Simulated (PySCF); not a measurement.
Molecule: Borinic Acid (SMILES BO).

Geometry:
```json
{"atom": "B1", "x (Å)": "-0.413", "y (Å)": "-0.022", "z (Å)": "-0.005"}
{"atom": "O2", "x (Å)": "0.845", "y (Å)": "-0.498", "z (Å)": "-0.010"}
{"atom": "H3", "x (Å)": "-1.303", "y (Å)": "-0.840", "z (Å)": "-0.004"}
{"atom": "H4", "x (Å)": "-0.628", "y (Å)": "1.173", "z (Å)": "-0.004"}
{"atom": "H5", "x (Å)": "1.516", "y (Å)": "0.192", "z (Å)": "-0.011"}
```

Spin–spin couplings on one PBE0-D3(BJ)/def2-SVP geometry, PySCF 2.14, gas phase, non-relativistic, equivalent pairs averaged; isotopes $^{11}$B, $^{1}$H, $^{17}$O; functional B3LYP.

How do the couplings (Hz) change with the basis set? Times are CPU seconds on shared hosts with different chips, so compare them loosely. Far from the basis limit: 6-31G*, pcJ-0, def2-TZVP, cc-pVTZ.

Answers


| basis set | functions | $^{1}J$(B1,H3) | $^{1}J$(O2,H5) | $^{1}J$(B1,O2) | $^{2}J$(H3,H4) | $^{2}J$(O2,H3) | $^{2}J$(B1,H5) | $^{3}J$(H3,H5) | core-s |
| --- | --- | --- | --- | --- | --- | --- | --- | --- | --- |
| 6-31G* | 34 | 159.2 | -72.8 | -10.1 | 17.9 | -6.7 | -5.5 | 9.7 | 0.7 |
| pcJ-0 | 35 | 135.9 | -44.8 | 10.2 | 17.4 | -6.8 | -5.4 | 10.4 | 0.91 |
| def2-TZVP | 80 | 146.4 | -67.8 | -1.1 | 20.3 | -9.1 | -6.2 | 10.0 | 1.8 |
| pcJ-1 | 84 | 151.4 | -77.1 | -0.3 | 22.5 | -9.4 | -6.2 | 12.0 | 1.8 |
| cc-pVTZ | 102 | 144.2 | -56.2 | -0.8 | 19.9 | -7.4 | -5.6 | 10.2 | 1.7 |
| aug-cc-pVTZ-J | 152 | 154.0 | -79.2 | -1.9 | 24.1 | -9.6 | -6.3 | 12.5 | 3.6 |
| pcJ-2 | 174 | 152.2 | -78.4 | -1.6 | 23.9 | -9.5 | -6.2 | 12.5 | 4.3 |

The Fermi-contact term samples the wavefunction at the nucleus, which is why sets with added tight s functions (names with J) are made for couplings.
